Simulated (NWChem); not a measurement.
System: C$_{2}$H$_{3}$N, triplet; SMILES of the neutral closed-shell parent CC#N

Output (shortened):

```
             Northwest Computational Chemistry Package (NWChem) 7.3.0
             --------------------------------------------------------

                             Geometry "geometry" -> ""
                             -------------------------

 Output coordinates in angstroms (scale by  1.889725989 to convert to a.u.)

  No.       Tag          Charge          X              Y              Z
 ---- ---------------- ---------- -------------- -------------- --------------
    1 C                    6.0000     0.08695100    -1.07888300     0.00000000
    2 C                    6.0000    -0.47138000     0.28405500     0.00000000
    3 N                    7.0000     0.24987000     1.34685600     0.00000000
    4 H                    1.0000    -0.22620800    -1.63438500    -0.89812800
    5 H                    1.0000     1.19439900    -1.00261100     0.00000000
    6 H                    1.0000    -0.22620800    -1.63438500     0.89812800

 Effective nuclear repulsion energy (a.u.)      57.1903684326

                              NWChem Property Module
                              ----------------------

  itol2e modified to match energy
  convergence criterion.

                                 NWChem DFT Module
                                 -----------------

 Summary of "ao basis" -> "ao basis" (spherical)
 ------------------------------------------------------------------------------
       Tag                 Description            Shells   Functions and Types
 ---------------- ------------------------------  ------  ---------------------
 C                           6-31g*                  6       14   3s2p1d
 N                           6-31g*                  6       14   3s2p1d
 H                           6-31g*                  2        2   2s

  itol2e modified to match energy
  convergence criterion.

            General Information
            -------------------
          SCF calculation type: DFT
          Wavefunction type:  spin polarized.
          No. of atoms     :     6
          No. of electrons :    22
           Alpha electrons :    12
            Beta electrons :    10
          Charge           :     0
          Spin multiplicity:     3
          Use of symmetry is: off; symmetry adaption is: off
          Maximum number of iterations: 150
          AO basis - number of functions:    48
                     number of shells:    24
          Convergence on energy requested:  1.00D-07
          Convergence on density requested:  1.00D-05
          Convergence on gradient requested:  5.00D-04

              XC Information
              --------------
                     Hartree-Fock (Exact) Exchange  1.000
                   CAM-Becke88 Exchange Functional  1.000
                      VWN V Correlation Functional  0.190 local
              Lee-Yang-Parr Correlation Functional  0.810

           Range-Separation Parameters
           ---------------------------
           Alpha           :  0.19
           Beta            :  0.46
           Gamma           :  0.33
           Short-Range HF  :     F

             Grid Information
             ----------------
          Grid used for XC integration:  fine
          Radial quadrature: Mura-Knowles
          Angular quadrature: Lebedev.
          Tag              B.-S. Rad. Rad. Pts. Rad. Cut. Ang. Pts.
          ---              ---------- --------- --------- ---------
          C                   0.70       70           7.0       590
          N                   0.65       70           9.0       590
          H                   0.35       60           8.0       590
          Grid pruning is: on
          Number of quadrature shells:   390
          Spatial weights used:  Erf1

      Superposition of Atomic Density Guess
      -------------------------------------

 Sum of atomic energies:        -131.10894416

      Non-variational initial energy
      ------------------------------

 Total energy =    -132.239300
 1-e energy   =    -289.236316
 2-e energy   =      99.806648
 HOMO         =      -0.320140
 LUMO         =      -0.074909

   convergence    iter        energy       DeltaE   RMS-Dens  Diis-err
 ---------------- ----- ----------------- --------- --------- ---------
 d= 0,ls=0.0,diis     1   -132.4365041718 -1.90D+02  9.08D-03  9.96D-02
                                                     6.48D-03  9.10D-02
 d= 0,ls=0.0,diis     2   -132.4579420091 -2.14D-02  5.67D-03  1.07D-01
                                                     4.16D-03  8.59D-02
 d= 0,ls=0.0,diis     3   -132.5017924656 -4.39D-02  1.78D-03  1.08D-02
                                                     1.37D-03  1.08D-02
 d= 0,ls=0.0,diis     4   -132.5081101672 -6.32D-03  1.08D-03  4.62D-04
                                                     6.09D-04  5.05D-04
 d= 0,ls=0.0,diis     5   -132.5088894856 -7.79D-04  5.70D-04  9.95D-05
                                                     5.33D-04  1.42D-04
  Resetting Diis
 d= 0,ls=0.0,diis     6   -132.5092558626 -3.66D-04  1.99D-04  1.59D-05
                                                     3.76D-04  4.69D-05
 d= 0,ls=0.0,diis     7   -132.5093979777 -1.42D-04  7.67D-05  9.06D-06
                                                     1.57D-04  1.68D-05
 d= 0,ls=0.0,diis     8   -132.5094373459 -3.94D-05  3.72D-05  4.56D-06
                                                     9.43D-05  9.48D-06
 d= 0,ls=0.0,diis     9   -132.5094549365 -1.76D-05  1.12D-04  2.45D-06
                                                     2.93D-04  4.93D-06
 d= 0,ls=0.0,diis    10   -132.5094814747 -2.65D-05  1.41D-05  2.79D-07
                                                     2.32D-05  3.14D-07
 d= 0,ls=0.0,diis    11   -132.5094818381 -3.63D-07  6.57D-06  5.36D-08
                                                     6.90D-06  3.23D-08
 d= 0,ls=0.0,diis    12   -132.5094818993 -6.12D-08  5.25D-06  8.97D-09
                                                     5.19D-06  1.52D-08

         Total DFT energy =     -132.509481899313
      One electron energy =     -290.928943689087
           Coulomb energy =      119.908916622174
    Exchange-Corr. energy =      -18.679823265016
 Nuclear repulsion energy =       57.190368432616

 Numeric. integr. density =       21.999999678987

                    DFT Final Alpha Molecular Orbital Analysis
                    ------------------------------------------

 Vector   10  Occ=1.000000D+00  E=-4.227887D-01
              MO Center=  3.1D-02,  4.8D-01,  1.2D-09, r^2= 2.4D+00
   Bfn.  Coefficient  Atom+Function         Bfn.  Coefficient  Atom+Function
  ----- ------------  ---------------      ----- ------------  ---------------
    32      0.460846  3 N  py                17     -0.298807  2 C  px
    36      0.251598  3 N  py                 3      0.183126  1 C  px
    34      0.172288  3 N  s                  4      0.166955  1 C  py
    21     -0.160259  2 C  px                45      0.152426  5 H  s
    46      0.144000  5 H  s                 18     -0.142151  2 C  py

 Vector   11  Occ=1.000000D+00  E=-3.874461D-01
              MO Center= -2.5D-02,  6.2D-01, -1.4D-09, r^2= 1.9D+00
   Bfn.  Coefficient  Atom+Function         Bfn.  Coefficient  Atom+Function
  ----- ------------  ---------------      ----- ------------  ---------------
    33      0.465277  3 N  pz                19      0.341788  2 C  pz
    37      0.296060  3 N  pz                23      0.215072  2 C  pz
     5     -0.165981  1 C  pz                44      0.121075  4 H  s
    48     -0.121075  6 H  s                 43      0.110515  4 H  s
    47     -0.110515  6 H  s                  9     -0.077068  1 C  pz

 Vector   12  Occ=1.000000D+00  E=-2.639752D-01
              MO Center= -1.8D-01,  6.2D-01,  1.4D-10, r^2= 1.8D+00
   Bfn.  Coefficient  Atom+Function         Bfn.  Coefficient  Atom+Function
  ----- ------------  ---------------      ----- ------------  ---------------
    31      0.456714  3 N  px                17     -0.409636  2 C  px
    20      0.403140  2 C  s                 35      0.360903  3 N  px
    21     -0.305416  2 C  px                 6     -0.281106  1 C  s
     4     -0.198944  1 C  py                46      0.199833  5 H  s
    32     -0.185006  3 N  py                36     -0.175414  3 N  py

 Vector   13  Occ=0.000000D+00  E= 4.262083D-02
              MO Center= -1.8D-01,  5.2D-01, -2.1D-10, r^2= 2.0D+00
   Bfn.  Coefficient  Atom+Function         Bfn.  Coefficient  Atom+Function
  ----- ------------  ---------------      ----- ------------  ---------------
    23      0.547582  2 C  pz                37     -0.495521  3 N  pz
    19      0.484787  2 C  pz                33     -0.443511  3 N  pz
    44      0.277720  4 H  s                 48     -0.277720  6 H  s
    43      0.097219  4 H  s                 47     -0.097219  6 H  s
     9      0.095032  1 C  pz                11      0.034110  1 C  d -1

 Vector   14  Occ=0.000000D+00  E= 1.554953D-01
              MO Center=  9.6D-02, -1.5D+00,  8.5D-10, r^2= 3.4D+00
   Bfn.  Coefficient  Atom+Function         Bfn.  Coefficient  Atom+Function
  ----- ------------  ---------------      ----- ------------  ---------------
     6      2.315356  1 C  s                 44     -1.244140  4 H  s
    48     -1.244140  6 H  s                 46     -0.920626  5 H  s
     8     -0.568708  1 C  py                 4     -0.200451  1 C  py
    20     -0.154740  2 C  s                  2      0.153356  1 C  s
     1     -0.138856  1 C  s                  7      0.095493  1 C  px

[...]

          -----------------------
          Electric field gradient
          -----------------------

 1 a.u. = 0.324123 10**(16) esu/cm**3  ( or statvolts/cm**2 ) = 0.97174 10**(22) v/m**2

 ------------------------------------------------------------
   Atom      X         Y         Z
 ------------------------------------------------------------
    1 C    0.16431  -2.03879   0.00000
 ------------------------------------------------------------

 Electric field gradient in molecular frame (a.u.)
         XX             YY             ZZ             XY             XZ             YZ
 ------------------------------------------------------------------------------------------
       -0.028549      -0.011394       0.039943       0.049974      -0.000000       0.000000

 Principal components (a.u.) and orientation
 of principal axis w.r.t. absolute frame                      Asymmetry parameter eta
 --------------------------------------------------------------------------------------
       -0.070676       0.039943       0.030733                       0.130305

        0.764580      -0.000000       0.644529
       -0.644529      -0.000000       0.764580
        0.000000       1.000000       0.000000

 ------------------------------------------------------------
   Atom      X         Y         Z
 ------------------------------------------------------------
    2 C   -0.89078   0.53679   0.00000
 ------------------------------------------------------------

 Electric field gradient in molecular frame (a.u.)
         XX             YY             ZZ             XY             XZ             YZ
 ------------------------------------------------------------------------------------------
       -0.025898       0.292636      -0.266738       0.004667       0.000000       0.000000

 Principal components (a.u.) and orientation
 of principal axis w.r.t. absolute frame                      Asymmetry parameter eta
 --------------------------------------------------------------------------------------
        0.292705      -0.266738      -0.025966                       0.822576

        0.014646      -0.000000       0.999893
        0.999893      -0.000000      -0.014646
        0.000000       1.000000       0.000000

 ------------------------------------------------------------
   Atom      X         Y         Z
 ------------------------------------------------------------
    3 N    0.47219   2.54519   0.00000
 ------------------------------------------------------------

 Electric field gradient in molecular frame (a.u.)
         XX             YY             ZZ             XY             XZ             YZ
 ------------------------------------------------------------------------------------------
        0.346930      -0.141985      -0.204945       0.445603       0.000000      -0.000000

 Principal components (a.u.) and orientation
 of principal axis w.r.t. absolute frame                      Asymmetry parameter eta
 --------------------------------------------------------------------------------------
        0.610726      -0.405781      -0.204945                       0.328848

        0.860516      -0.509423       0.000000
        0.509423       0.860516      -0.000000
       -0.000000       0.000000       1.000000

 ------------------------------------------------------------
   Atom      X         Y         Z
 ------------------------------------------------------------
    4 H   -0.42747  -3.08854  -1.69722
 ------------------------------------------------------------

 Electric field gradient in molecular frame (a.u.)
         XX             YY             ZZ             XY             XZ             YZ
 ------------------------------------------------------------------------------------------
        0.106925       0.030426      -0.137351      -0.057102      -0.097850      -0.171724

 Principal components (a.u.) and orientation
 of principal axis w.r.t. absolute frame                      Asymmetry parameter eta
 --------------------------------------------------------------------------------------
       -0.277907       0.142456       0.135451                       0.025204

        0.282313       0.794247      -0.538024
        0.506153       0.353101       0.786847
        0.814929      -0.494460      -0.302326

 ------------------------------------------------------------
   Atom      X         Y         Z
 ------------------------------------------------------------
    5 H    2.25709  -1.89466   0.00000
 ------------------------------------------------------------

 Electric field gradient in molecular frame (a.u.)
         XX             YY             ZZ             XY             XZ             YZ
 ------------------------------------------------------------------------------------------
       -0.263552       0.127332       0.136220      -0.025063       0.000000      -0.000000

 Principal components (a.u.) and orientation
 of principal axis w.r.t. absolute frame                      Asymmetry parameter eta
 --------------------------------------------------------------------------------------
       -0.265153       0.136220       0.128933                       0.027484

        0.997967       0.000000      -0.063727
        0.063727      -0.000000       0.997967
       -0.000000       1.000000       0.000000

 ------------------------------------------------------------
   Atom      X         Y         Z
 ------------------------------------------------------------
    6 H   -0.42747  -3.08854   1.69722
 ------------------------------------------------------------

 Electric field gradient in molecular frame (a.u.)
         XX             YY             ZZ             XY             XZ             YZ
 ------------------------------------------------------------------------------------------
        0.106925       0.030426      -0.137351      -0.057102       0.097850       0.171724

 Principal components (a.u.) and orientation
 of principal axis w.r.t. absolute frame                      Asymmetry parameter eta
 --------------------------------------------------------------------------------------
       -0.277907       0.142456       0.135451                       0.025204

       -0.282313       0.794247      -0.538024
       -0.506153       0.353101       0.786847
        0.814929       0.494460       0.302326
```

Level: CAM-B3LYP/6-31G* (spherical d), spin-unrestricted. In the optimisation the excess spin sits in a' (Cs, its own frame). Geometry: optimised at PBE0/def2-SVP, spin-unrestricted. This spin state was assumed; another may lie lower. No stability test was run on the SCF state. NWChem prints the field gradient with the sign opposite to the second derivative of the potential.

Question: Which NWChem input produces such a log?

Answer: One answer among several that fit: the input that was run:
```
start job
memory heap 200 mb stack 900 mb global 1100 mb
geometry units angstroms noautosym nocenter noautoz
  C      0.086951    -1.078883     0.000000
  C     -0.471380     0.284055     0.000000
  N      0.249870     1.346856     0.000000
  H     -0.226208    -1.634385    -0.898128
  H      1.194399    -1.002611     0.000000
  H     -0.226208    -1.634385     0.898128
end
basis spherical
  * library 6-31g*
end
dft
  odft
  mult 3
  xc xcamb88 1.00 lyp 0.81 vwn_5 0.19 hfexch 1.00
  cam 0.33 cam_alpha 0.19 cam_beta 0.46
  iterations 150
end
property
  efieldgrad
end
task dft property
```
